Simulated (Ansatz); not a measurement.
1T (CdI2-type) ZrSe₂ was calculated with PBEsol (Ansatz, a first-principles code, PAW).

Problem. Estimate the interlayer binding energy, layer repeat distance and gap between the layers that the calculation returns.

Solution. 
* **interlayer binding energy**: 5.9 meV/Å²
* **layer repeat distance**: 6.133 Å
* **gap between the layers**: 2.956 Å

Note: the cell comes from a level without a dispersion term, which matters for the spacing of layers, chains or molecules; the cell has widely spaced layers and the level no dispersion term, so their spacing and the moduli can rest on weak binding.

Computed values are for the static lattice.

Computing time: very roughly 100 core-seconds.
